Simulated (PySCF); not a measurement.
Species, as SMILES: ClB(Cl)Cl.
Geometry (B3LYP-D3(BJ)/def2-TZVP, fixed):
```
B
Cl 1 1.7452
Cl 1 1.7452 2 120.00
Cl 1 1.7452 2 120.00 3 -180.00
```

Basis-set convergence of the mean static polarisability at HF with PySCF. All functions are spherical. Density fitting with generated auxiliary sets. No added dispersion term, no relativity. Reference: the value in aug-pcseg-2, 51.58 bohr³, itself unsure by roughly 0.1 % (its distance from aug-cc-pV(T+d)Z). Deviations are taken from unrounded values. Cost is core time over that of def2-SVPD, rough, on shared machines of one kind; a dash marks a row that isn't timed (too short, read off another run, short of memory, by another algorithm or on other hardware).

| basis | functions | mean static polarisability (bohr³) | minus reference (%) | cost |
|---|---|---|---|---|
| 3-21G | 48 | 31.38 | -39.2 | - |
| pcseg-0 | 48 | 27.69 | -46.3 | - |
| 6-31G** | 68 | 36.62 | -29.0 | - |
| 6-31+G* | 84 | 41.40 | -19.7 | - |
| def2-SVPD | 101 | 50.67 | -1.8 | 1× |
| aug-pcseg-1 | 104 | 51.14 | -0.9 | 1× |
| 6-311+G** | 112 | 41.78 | -19.0 | 1× |
| aug-cc-pV(D+d)Z | 119 | 50.51 | -2.1 | 1× |
| pcseg-3 | 252 | 48.66 | -5.7 | 10× |
